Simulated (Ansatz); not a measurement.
Molecule: C2H4Cl, net charge 0, doublet state. It need not be the lowest isomer of its formula. 
Geometry from a B3LYP-D3(BJ)/def2-TZVP (Ansatz, an electronic-structure program) optimisation:
SMILES: C[CH]Cl
```xyz
7

C      0.0564     0.7313    -0.1308
C      1.5231     0.6764     0.0481
Cl    -0.8683    -0.7044     0.0493
H     -0.4610     1.5395    -0.6239
H      1.9378     1.6857     0.0383
H      1.7926     0.1987     0.9939
H      2.0151     0.1039    -0.7502
```
Charge 0, spin multiplicity 2.

Wanted: atomisation energy (electronic, to ground-state atoms), in kJ/mol. Cores are frozen in the correlated levels unless marked. Open shells are spin-unrestricted. Spin-orbit coupling is left out. No relativistic terms. The coupled-cluster limit lacks core correlation, which all-electron functionals hold. CBS marks a two-point X^-3 extrapolation of the correlation energy; Hartree-Fock from the larger set. [CCSD(T)-MP2]/basis is that difference in the basis named.

| level | program | atomisation energy (kJ/mol) |
|---|---|---|
| HF/aug-cc-pV(D+d)Z | Ansatz | 1818.6 |

### Question
Predict the RI-MP2/CBS(cc-pV(T+d)Z,cc-pV(Q+d)Z)+[CCSD(T)-MP2]/cc-pV(T+d)Z result (Ansatz).

### Answer
2453.4 kJ/mol
